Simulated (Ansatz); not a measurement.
Born–Oppenheimer molecular dynamics of BClH₅N (8 atoms, charge 0, multiplicity 1). It starts at the highest image of a converged band. Of that band: The profile has 2 maxima (images 3, 6) with wells between them (image 4): this band takes more than one step, which may be the mechanism or a detour left from its start path. Neighbouring images differ by up to 1.3 eV, so the band resolves the path poorly. A vibrational analysis at the climbing image gives one clearly imaginary mode, 663i cm⁻¹: a first-order saddle point.

Level of theory: RKS PBE-D4/def2-SVP (Ansatz 0.2.0).

| Item | Value |
| --- | --- |
| ensemble | NVE (velocity Verlet) |
| time step | 0.5 fs |
| steps asked | 200 |
| starting velocities drawn for | 300 K |
| seed | 11864 |

First frame:

```xyz
8
Properties=species:S:1:pos:R:3
B -0.107 0.310 -0.016
H 0.014 -0.347 1.169
H 0.990 0.312 -0.521
N -1.281 -0.119 -0.687
H -2.203 -0.076 -0.251
H -1.327 0.005 -1.699
Cl -0.254 2.225 1.036
H -0.132 0.590 1.398
```

(1) What does the run give?

(2) What happens to the structure?

(3) How do temperature and energy run in time?

Results:

(1) All steps were run.

```json
{
  "steps done": "200",
  "time covered": "100 fs",
  "mean temperature over the second half": "1617 K",
  "spread of the potential energy over the second half": "14.4 meV per atom",
  "mean potential energy of the second half above the start": "-127.7 meV per atom"
}
```

The conserved energy stayed within 0.36 meV per atom of its start (net change 0.058 meV per atom), so the integration is sound. The kinetic energy rose, since the run started high on the potential surface and went downhill. It ends in pieces (BClH3N + H2), so much of that is their flight and rotation, not heat. A run of 0.1 ps of so small a system gives no equilibrium averages. The orbitals stay closed-shell, which can raise the energy where a bond breaks towards radicals; this wasn't checked here.

(2) Between its relaxed ends the band would form B1–Cl7, H2–H8 and break B1–H2, Cl7–H8. These pairs go: B1–Cl7 2.19 → 1.86 Å, H2–H8 0.98 → 0.84 Å, B1–H2 1.36 → 8.60 Å, Cl7–H8 1.68 → 9.23 Å. In the last frame they stand as after the step (other bonds may differ from the relaxed reactants and products). It ends as BClH3N + H2. Pairs count as bonded within 1.25 times the sum of covalent radii (0.12 Å more for H–H). The details hang on the random start.

(3) 
```
time (fs)  T (K)  potential energy less start (eV)  conserved less start (meV/atom)
        0    300                             0.000                             0.00
        5    234                             0.052                             0.03
       10    290                             0.008                             0.12
       15    548                            -0.190                             0.21
       20    886                            -0.454                             0.15
       25   1403                            -0.857                            -0.22
       30   1748                            -1.125                            -0.25
       35   1832                            -1.187                             0.08
       40   1661                            -1.053                             0.32
       45   1597                            -1.005                             0.07
       50   1579                            -0.993                            -0.13
       55   1470                            -0.907                             0.05
       60   1395                            -0.848                             0.23
       65   1748                            -1.125                            -0.24
       70   1792                            -1.159                            -0.25
       75   1622                            -1.024                             0.17
       80   1380                            -0.836                             0.13
       85   1547                            -0.968                            -0.12
       90   1722                            -1.103                             0.01
       95   1799                            -1.160                             0.25
      100   1669                            -1.061                             0.06
```

The run took 4.2 min on 1 thread of Arm Neoverse V2 (shared host), peak memory 0.12 GiB.
